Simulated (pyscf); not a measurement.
This saddle point was located with ωB97X-D3(BJ)/def2-SVP in PySCF.

```
As
H 1 1.5233
H 1 1.5238 2 91.98
H 1 1.8123 2 78.69 3 -77.44
Si 4 1.5897 1 104.51 2 -131.22
H 5 1.5106 4 102.08 1 -52.76
H 5 1.5108 6 101.80 4 -105.07
```
Charge 0, spin multiplicity 1.

Surface: singlet, charge 0. Lowest wavenumbers (cm⁻¹): 407i, 27, 320, 449, 662.

Problem. Name the species on either side of this saddle.

Solution. `[AsH3]` + `[SiH2]` [singlet] ⇌ `[SiH3][AsH2]`, an insertion read from left to right: As–H broken and As–Si, H–Si formed. At CCSD(T)/def2-TZVPP + ΔMP2(QZVPP) it lies -10.5 kcal/mol from the left side and +52.2 kcal/mol from the right (each side as separated species at their lowest minima found). On the reactant side the descent ends in an adduct with a As–Si, H–Si contact, 13.4 kcal/mol under the separated species and 0.4 kcal/mol under the saddle at ωB97X-D3(BJ)/def2-TZVP. At CCSD(T) the saddle lies under the separated reactants, which points to a path from their complex (located at ωB97X-D3(BJ) alone). What is counted as formed (As–Si, H–Si) is already present as a longer contact in the reactant adduct; forming that adduct is a step of its own. At ωB97X-D3(BJ) the barrier from the zero used here is -13.0 kcal/mol. This is the saddle that the search found; another between the same sides may lie lower. The CCSD(T) − MP2 part came from Ansatz, without density fitting, on the same reference. The frozen core leaves the outer d or s,p core shells of the metals and heavy elements correlated in the MP2 and CC values, and def2-TZVPP describes them poorly, which can shift differences by a few kcal/mol. Elements up to Kr have no core potential and no relativistic terms here.
